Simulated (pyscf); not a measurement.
Single points on ωB97X-D3(BJ)/def2-SVP structures (PySCF, gas phase).

Q: Estimate the classical barrier height and the reaction energy of methyltrichlorosilane (H₃C–Si(Cl)(Cl)–Cl) + H atom (H•) → H₃C–Si•(Cl)–Cl + hydrogen chloride (HCl) at ωB97M-D3(BJ)/def2-TZVP. The step runs on the doublet surface, breaks Cl–Si and forms Cl–H; take the separated reactants as zero.

A: ΔE‡ = 22.3 kcal/mol, ΔE = +8.5 kcal/mol. Zero-point energy shifts the barrier by +0.9 kcal/mol. It is an atom transfer, with an imaginary mode of 712i cm⁻¹. The same reactants have a lower exit, to •H₂C–Si(Cl)(Cl)–Cl + H₂ (barrier +12.7 kcal/mol at ωB97M-D3(BJ)/def2-TZVP, against +22.3 kcal/mol here). One saddle was located; it need not be the lowest between these sides. The angle at the transferred Cl is 174°.
